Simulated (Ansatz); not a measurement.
CCSD(T) forces

H3SO (charge +1), singlet, displaced at random from a GFN2-xTB minimum.

```
5
angstrom
O 0.4790 -0.7256 0.3246
S -0.5566 0.5242 0.0749
H -0.0510 -1.2648 1.2466
H -0.3891 0.5599 -1.3724
H 0.6005 1.3450 -0.0444
```

Computed with Ansatz 0.2.0 (basis: def2-TZVPP); correlated methods freeze the cores.

CCSD(T) forces from the calculation:
```json
{"atom": "O1", "Fx": "-3.529", "Fy": "-2.636", "Fz (eV/Å)": "4.538"}
{"atom": "S2", "Fx": "3.561", "Fy": "0.961", "Fz (eV/Å)": "-2.929"}
{"atom": "H3", "Fx": "2.597", "Fy": "1.873", "Fz (eV/Å)": "-3.981"}
{"atom": "H4", "Fx": "-0.975", "Fy": "-0.389", "Fz (eV/Å)": "1.679"}
{"atom": "H5", "Fx": "-1.654", "Fy": "0.191", "Fz (eV/Å)": "0.692"}
```

(1) Which atom feels the largest CCSD(T) force, and how large is it?

No T1 diagnostic of these runs exceeds 0.015. These are differences at one structure, and CCSD(T) in triple zeta is itself an approximation.

Results:

(1) O1, 6.32 eV/Å, along (-0.56, -0.42, 0.72).

Root-mean-square difference of the force components from those of CCSD(T): PBE0-D4 0.184; wB97M-V 0.150; r2SCAN-D4 0.102; PBE-D4 0.306; HSE06-D4 0.182; B97M-V 0.136 eV/Å.

For scale, one of the runs: CCSD(T)/def2-TZVPP forces, 115 basis functions (an equivalent command: `ansatz run in.yaml --threads 4`). Time: 11 s of wall clock on 4 CPU threads; the host was shared. Peak host memory: 0.74 GiB.
